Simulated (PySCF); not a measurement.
Compound: sulfur dicyanide, C2N2S.
Geometry (PBE0-D3(BJ)/def2-SVP, Å), atoms numbered from 1 in this order:
```xyz
5
C2N2S angstrom
N     -2.307    0.115    0.173
C     -1.184    0.222    0.448
S      0.415    0.444    0.979
C      1.247   -0.228   -0.341
N      1.904   -0.663   -1.192
```

The calculation used core-valence-separated Tamm–Dancoff BHandHLYP/aug-pcX-1 (def2-SVPD on S) in PySCF, non-relativistic, gas phase, PBE0-D3(BJ)/def2-SVP geometry. BHandHLYP without relativity tends to put these K edges a few eV too low, so spacings mean more than positions.

The lowest roots of each edge with f over 0.003 (five at most, numbered afresh; weaker and dark ones are left out), with transition dipoles (au) in the frame of the coordinates:

```tsv
root	edge	E (eV)	f	μx	μy	μz
1	C	283.95	0.0444	0.0757	-0.0126	-0.0219
2	C	283.96	0.0528	-0.0280	-0.0360	-0.0743
3	C	284.56	0.1294	-0.0031	-0.1221	0.0603
4	C	285.33	0.0204	0.0539	0.0002	0.0034
5	C	285.33	0.0280	0.0046	0.0281	0.0565
6	N	396.50	0.0471	-0.0686	0.0068	0.0103
7	N	396.50	0.0847	-0.0238	-0.0394	-0.0812
8	N	397.68	0.0072	0.0007	0.0244	-0.0120
9	N	397.68	0.1161	0.0024	0.0979	-0.0482
10	N	400.44	0.0095	0.0294	0.0039	0.0093
```

Task: What is the unit vector of the normal of the molecular plane, and which share of each root's |μ|² lies along it?

Result: (0.02, 0.90, -0.44), up to sign.

```
root  core hole on  share along it  final orbital under reflection in the plane
   1         C2/C4            0.00                                         even
   2         C2/C4            0.00                                         even
   3         C2/C4            1.00                                          odd
   4         C2/C4            0.00                                         even
   5         C2/C4            0.00                                         even
   6         N1/N5            0.00                                         even
   7         N1/N5            0.00                                         even
   8         N1/N5            1.00                                          odd
   9         N1/N5            1.00                                          odd
  10         N1/N5            0.00                                         even
```

The 1s orbitals of atoms in the plane are even under the reflection, so light polarised along the normal reaches odd orbitals alone (the out-of-plane π set) and light polarised in the plane even ones.

Task: For fixed molecules, how does the intensity of root 3 change when the electric field is turned 30° away from the normal of the molecular plane?

Result: Intensity goes as (E·μ)², and μ lies along that direction, so it falls to cos²30° = 0.75 of its maximum; it vanishes at 90°.

Task: Molecules are fixed in this frame and the field points along (1, 0, −1)/√2. What effective strengths 3 f cos²θ do the roots have (θ between field and μ)?

Result: root 1 (C2/C4): 0.099, root 2 (C2/C4): 0.022, root 3 (C2/C4): 0.042, root 4 (C2/C4): 0.027, root 5 (C2/C4): 0.028, root 6 (N1/N5): 0.091, root 7 (N1/N5): 0.048, root 8 (N1/N5): 0.002, root 9 (N1/N5): 0.038, root 10 (N1/N5): 0.006. Averaged over all orientations cos²θ is 1/3, which gives f back. For degenerate partners only the sum has meaning, as the program may mix them freely.

Rough CPU time on one thread of a shared machine: about 15 s.
